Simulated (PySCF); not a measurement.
NO2, SMILES [O]N=O (connectivity only; charge and spin as stated), charge -1, multiplicity 1.

The structure is a stationary point at B3LYP-D3(BJ)/def2-TZVPD. The spin state was assumed, not searched. The isomer is the one that the SMILES or the coordinates give; other isomers of the formula were not compared.

Estimates of the vertical detachment energy (IE) of the anion in eV. Rows of orbital energies are one-electron estimates, which approximate functionals can put far too low.

```csv
level,IE
"−ε(HOMO), −ε(LUMO), HF/def2-TZVPD (PySCF)",4.28
"−ε(HOMO), −ε(LUMO), B3LYP/def2-TZVPD (PySCF)",-0.01
EOM-CCSD/aug-cc-pVDZ (PySCF),2.68
```
